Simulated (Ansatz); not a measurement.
# BH2Si: the cost of one run

Computed with Ansatz 0.2.0, Gaussian basis. Level: def2-QZVPP, core rule «outside noble gas», up to 6 orbitals frozen.

Plan: UHF; ROHF; CCSD(T) on UHF.

2 further runs of the same task are left out: 2 set aside as unsound or not needed.

## Step 1: The system

The geometry is a PBE0/def2-TZVP stationary point (not a proven minimum) of the parent state, kept for this charge and spin.

4 atoms, charge 0, spin multiplicity 4.

Atoms are counted from 1 here; the program's logs count them from 0.

Bond lengths: Si1–B2 1.844 Å, B2–H3 1.322 Å, B2–H4 1.185 Å. Angles: Si1–B2–H3 66.1°, Si1–B2–H4 177.9°, H3–B2–H4 116.0°.

## Step 2: UHF

in.yaml reads:

```yaml
crystal:
  periodic: [false, false, false]
  atoms:
    - {symbol: Si, position_ang: [0.000000, -0.005322, 0.594837]}
    - {symbol: B, position_ang: [0.000000, -0.077872, -1.247918]}
    - {symbol: H, position_ang: [0.000000, 1.150544, -0.760155]}
    - {symbol: H, position_ang: [0.000000, -0.167010, -2.429569]}
basis:
  gaussian: {orbitals: "def2-QZVPP.json"}
magnetization: {spin_polarized: true, initial_magnetization: 3}
hamiltonian: {xc: hf}
output: {orbitals: {seedname: orbitals}}
```

On the command line:

```
$ ansatz run in.yaml --threads 1 --pin off --events-out ev --progress --plain --max-ram 4096MiB --backend cpu
```

Q: Estimate wall time and peak memory on 1 thread of AMD EPYC 7R13, shared host.

About 11 s, with a peak of 0.41 GiB.
